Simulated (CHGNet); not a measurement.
Rock-salt HfC

The numbers are results of the machine-learned potential CHGNet-r²SCAN (trained on r²SCAN data), not measurements.

Cell: relaxed at this level.

| Quantity | Value |
|---|---|
| lattice constant a | 4.634 Å |
| volume per atom | 12.44 Å³/atom |

Measured, for comparison: lattice constant a 4.638 Å, equilibrium volume per atom 12.47 Å³/atom (temperature not stated, not corrected to a static lattice; as tabulated in Zhang et al. (2018), doi:10.1088/1367-2630/aac7f0). Computed (rounded) less measured: lattice constant a -0.1 %, equilibrium volume per atom -0.2 %.

A machine-learned potential is trained on density-functional data: it inherits that level's misses and adds fitting errors of its own.

Note: the model gives imaginary modes for this phase (in the spectrum interpolated from a supercell).
